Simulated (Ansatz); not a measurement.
Program: Ansatz. Geometries: PBE0-D4/def2-TZVP. ΔE: electronic, gas phase. CCSD(T)/CBS adds triple-zeta CCSD(T) − MP2 to the extrapolated MP2 energy (def2 sets, frozen cores). This one scheme is used for every species. Functionals use def2-TZVPP. B3LYP here is the variant with VWN-RPA as its local correlation; programs differ in this. One conformer a species, not always the lowest.

`CCC(O)CC` + H₂S → `CCC(O)S` + ethane  (substitution at a C–C bond)

```csv
level,ΔE (kJ/mol),difference from CCSD(T)/CBS
PBE-D4,2.9,-8.0
r2SCAN-D4,6.3,-4.6
PBE0-D4,7.2,-3.7
B3LYP-D4,6.1,-4.8
ωB97M-V,10.9,0.0
B2PLYP,6.3,-4.6
PBE,0.8,-10.1
r2SCAN,5.2,-5.7
PBE0,5.3,-5.6
B3LYP,3.4,-7.5
HF/def2-TZVPP,11.3,0.4
SCS-MP2/def2-TZVPP,10.7,-0.2
CCSD(T)/def2-TZVPP,14.1,3.2
HF/def2-QZVPP,11.0,0.1
MP2/def2-QZVPP,8.8,-2.1
SCS-MP2/def2-QZVPP,8.8,-2.1
CCSD(T)/CBS,10.9,0
```

Largest T1 diagnostic among the species: 0.010.

From PBE to PBE0 (25 % exact exchange), in def2-TZVPP and without D4, ΔE moves by +4.5 kJ/mol.
